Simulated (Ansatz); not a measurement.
# AlSiN+ (doublet): wave-function methods side by side, def2-TZVPP

One table from this session's results is given with a row withheld; the runs are named, their logs left out.

Program: Ansatz 0.2.0, Gaussian basis. Level of theory: def2-TZVPP, core rule «outside noble gas», up to 11 orbitals frozen. These are calculated values, not measurements.

Plan: UHF; ROHF; CCSD(T) on UHF.

2 further runs of the same task are left out: 2 set aside as unsound or not needed.

### The geometry

The geometry is a PBE0/def2-TZVP stationary point (not a proven minimum) of the parent state, kept for this charge and spin.

3 atoms, charge 1, spin multiplicity 2.

Atoms are counted from 1 here; the program's logs count them from 0.

Bond lengths: Al1–Si2 2.631 Å, Si2–N3 1.573 Å. Angles: Al1–Si2–N3 180.0°.

Coordinates:

```
Al    0.0000    0.0000    2.2783
Si    0.0000    0.0000   -0.3524
N     0.0000    0.0000   -1.9259
```

Set-up of the first run:

The input, in.yaml:

```yaml
crystal:
  periodic: [false, false, false]
  atoms:
    - {symbol: Al, position_ang: [0.000000, 0.000000, 2.278300]}
    - {symbol: Si, position_ang: [0.000000, 0.000000, -0.352400]}
    - {symbol: N, position_ang: [0.000000, 0.000000, -1.925900]}
basis:
  gaussian: {orbitals: def2-TZVPP}
total_charge: 1
magnetization: {spin_polarized: true, initial_magnetization: 1}
hamiltonian: {xc: hf}
output: {orbitals: {seedname: orbitals}}
```

Started as:

```console
ansatz run in.yaml --threads 1 --pin off --events-out ev --progress --plain --max-ram 3968MiB --backend cpu
```

Among the steps run: UHF; ROHF; CCSD(T) on UHF.

One table of the session follows, with a row left open; its other results are not shown here.

| method | from UCCSD(T) (meV) |
| --- | --- |
| ROHF | +9561.0 |
| UHF | +9156.3 |
| UMP2 | ? |
| UCCSD | +566.6 |
| UCCSD(T) | 0 |

**Question.** Estimate the row for UMP2.

The run gave: from UCCSD(T) (meV): +2213.9. In the column «from UCCSD(T) (meV)» it lies between UCCSD (+566.6) and UHF (+9156.3).

The program flags UCCSD(T) as in doubt (see the logs), so the zero of the table is itself unsure.

To keep in mind: The determinant is far from a pure spin state, so its energy mixes those of several spin states (harmless only where they are near-degenerate, as at dissociation). The program flags UCCSD(T) as in doubt, so the zero of the table is itself unsure. Warnings: spin contamination; coupled cluster took another determinant than the lowest.
